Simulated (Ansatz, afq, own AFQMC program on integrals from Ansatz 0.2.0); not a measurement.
GeNH2, quartet → GeNH$_{2}$, sextet

```yaml
atoms:
  - { symbol: Ge, position_ang: [0.0000, 0.0000, 0.4319] }
  - { symbol: N, position_ang: [0.0000, 0.0000, -1.8834] }
  - { symbol: H, position_ang: [0.0000, 0.8309, -2.4773] }
  - { symbol: H, position_ang: [0.0000, -0.8309, -2.4773] }
```

Connectivity, by distances: Ge–NH2.

E(sextet, charge +0) − E(quartet, charge +0) at this geometry, on UHF and UHF determinants.

Basis cc-pVDZ. Only valence electrons are correlated. AFQMC by an in-house program on the Cholesky factors that Ansatz 0.2.0 writes for its CCSD(T) run. ph-AFQMC/CISD is guided by a CISD state made of CCSD amplitudes; releasing the constraint for a short imaginary time cuts its bias at the price of noise, slowly where states lie close. ± is one standard error of the sampling. No spin–orbit coupling. The errors of all members are added in quadrature.

No full CI on the walks' own integrals is used here; CCSDT(Q) serves as the reference and is uncertain by about the last step of the cluster series. Each member takes its own surest rung, up to full CI.

Errors are counted within cc-pVDZ, not against nature.

Cautions: inner d shell frozen; no relativity below Rb; no spin-orbit coupling; GeNH₂ (quartet): another spin lies lower, the released energies have errors that jump between times, so the bars are unsure, so no released level is given (meV from the phaseless value at times in 1/Eh: -1 ± 3 at 0.24, 3 ± 6 at 0.51, -12.1 ± 1.5 at 0.99, -13 ± 6 at 1.62, -4 ± 3 at 2.40), though the last usable value meets CCSDT(Q) within the noise; GeNH₂ (sextet): another spin lies lower, CCSDT(Q) on the ROHF determinant differs (34 meV higher), by its state or its frozen core; the upper state may be diffuse, so the gap hangs on the basis.

Reference (CCSDT(Q)): 112.8 kcal/mol.

```tsv
level	vertical spin gap (kcal/mol)	error against CCSDT(Q) (kcal/mol)
HF	94.8	-18.0
MP2	108.0	-4.8
CCSD	112.5	-0.3
CCSD(T)	112.7	-0.1
CCSDT	112.8	0.0
ph-AFQMC/HF	113.5 ± 0.7	0.7 ± 0.7
ph-AFQMC/CISD	112.7 ± 0.09	-0.1 ± 0.09
```

Correlation beyond CCSD(T) adds 0.1 kcal/mol. The perturbative (T) step is worth +0.3 kcal/mol.

A walk keeps the symmetry of its determinant, which the program's search chose and which needn't be the lowest solution, so a lower state of the same spin and another symmetry isn't excluded.
